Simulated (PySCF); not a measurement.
# [BH2]+: one geometry, many levels of theory and rigid scans

Aim: at the PBE0 minimum of singlet [BH2]+, found before, compare methods on energies and levels. Rigid scans about the minimum follow.

Method: several methods, basis B def2-TZVP, H def2-TZVP, no relativity, density fitting; program: PySCF 2.14.0.

**1. The system as given**

3 atoms, charge 1, spin multiplicity 1.

Bond lengths: B1–H2 1.179 Å, B1–H3 1.179 Å. Angles: H2–B1–H3 180.0°.

```xyz
3
charge 1 multiplicity 1
B     0.0000    0.0000    0.0000
H     0.0000    0.0000    1.1792
H     0.0000    0.0000   -1.1792
```

**2. PBE0**

The steps are one call of a driver around PySCF; scf.py gives each level's set-up. Each SCF starts from the density of the minimum. The driver also runs the species with one electron less or more at the same geometry (one less: multiplicity 2, one more: multiplicity 2); their logs are not shown.

scf.py

```python
from pyscf import gto, scf, dft
mol = gto.M(atom='''
B      0.000000     0.000000     0.000000
H     -0.000000     0.000000     1.179166
H      0.000000    -0.000000    -1.179166''',
    basis={'B': 'def2-TZVP', 'H': 'def2-TZVP'},
    charge=1, spin=0)
mf = dft.RKS(mol, xc='PBE0')
mf.grids.atom_grid = (75, 302)
aux = {'B': 'def2-universal-JKFIT', 'H': 'def2-universal-JKFIT'}
mf = mf.density_fit(auxbasis=aux)
mf.conv_tol = 1e-08
mf.diis_space = 10
mf.max_cycle = 60
mf.verbose = 4
mf.kernel()
```

Run with:

```
> OMP_NUM_THREADS=2 python axn.py task.json out
```

**3. CCSD(T)**

Edit scf.py of step 2 so:

```diff
@@ -8,2 +8 @@
-mf = dft.RKS(mol, xc='PBE0')
-mf.grids.atom_grid = (75, 302)
+mf = scf.RHF(mol)
@@ -16,0 +16,3 @@
+from pyscf import cc
+mycc = cc.CCSD(mf, frozen=1).run()
+mycc.ccsd_t()
```

**4. HF**

Edit scf.py of step 3 so:

```diff
@@ -16,3 +15,0 @@
-from pyscf import cc
-mycc = cc.CCSD(mf, frozen=1).run()
-mycc.ccsd_t()
```

**5. PBE**

Edit scf.py of step 4 so:

```diff
@@ -8 +8,2 @@
-mf = scf.RHF(mol)
+mf = dft.RKS(mol, xc='PBE')
+mf.grids.atom_grid = (75, 302)
```

**6. r2SCAN**

Edit scf.py of step 5 so:

```diff
@@ -8,2 +8,2 @@
-mf = dft.RKS(mol, xc='PBE')
-mf.grids.atom_grid = (75, 302)
+mf = dft.RKS(mol, xc='R2SCAN')
+mf.grids.atom_grid = (90, 434)
```

**7. B3LYP**

Edit scf.py of step 6 so:

```diff
@@ -8,2 +8,2 @@
-mf = dft.RKS(mol, xc='R2SCAN')
-mf.grids.atom_grid = (90, 434)
+mf = dft.RKS(mol, xc='B3LYP')
+mf.grids.atom_grid = (75, 302)
```

**8. TPSSh**

Edit scf.py of step 7 so:

```diff
@@ -8,2 +8,2 @@
-mf = dft.RKS(mol, xc='B3LYP')
-mf.grids.atom_grid = (75, 302)
+mf = dft.RKS(mol, xc='TPSSH')
+mf.grids.atom_grid = (90, 434)
```

**9. M06**

Edit scf.py of step 8 so:

```diff
@@ -8 +8 @@
-mf = dft.RKS(mol, xc='TPSSH')
+mf = dft.RKS(mol, xc='M06')
```

**10. MN15**

Edit scf.py of step 9 so:

```diff
@@ -8 +8 @@
-mf = dft.RKS(mol, xc='M06')
+mf = dft.RKS(mol, xc='MN15')
```

**12. Breathing scan**

A rigid scan with PBE0: all bonds to the central atom are scaled together. Each point starts from its neighbour's orbitals, and energies count from the minimum. Dipoles of the ion refer to the centre of mass.

**13. Stretching one bond**

A rigid scan with PBE0: the bond from B to the last atom (H) is scaled and the rest held.

**14. Bending curve**

A rigid scan with PBE0: the H–B–H angle changes, with bonds held.

**15. Bend–stretch map**

A rigid scan with PBE0: rows scale both bonds, columns set the H–B–H angle.

**16. Map over both bonds**

A rigid scan with PBE0: rows scale the first bond (B–H), columns the second (B–H).

(Steps that only read results are left out.)

Q: Predict the outcome of this session. Wanted: vertical ionisation energy, CCSD(T); vertical electron affinity, CCSD(T); orbital gap, range; T1, D1; T1, D1 of the species with one electron less; T1, D1 of the species with one electron more; all bonds 4 % longer; one bond 20 % longer.

The runs gave:

| quantity | value |
| --- | --- |
| vertical ionisation energy, CCSD(T) | 24.48 eV |
| vertical electron affinity, CCSD(T) | 7.75 eV |
| orbital gap, range | 6.85 (PBE) to 17.89 (HF) eV |
| T1, D1 | 0.006, 0.011 |
| T1, D1 of the species with one electron less | 0.019, 0.037 |
| T1, D1 of the species with one electron more | 0.011, 0.030 |
| all bonds 4 % longer | 5.2 kJ/mol |
| one bond 20 % longer | 49.8 kJ/mol |

What this shows: For the vertical ionisation energy, M06 comes nearest to CCSD(T) (-0.04 eV) and HF is farthest (-0.83 eV). For the vertical electron affinity, MN15 comes nearest to CCSD(T) (+0.07 eV) and HF is farthest (-0.52 eV). The PBE orbital energy is a poor guide to ionisation (18.9 eV, 5.5 eV too small); the difference of PBE energies gives 24.2 eV. Shortening all bonds by 4 % costs 6.1 kJ/mol and lengthening them 5.2: the wall is steeper on the short side.
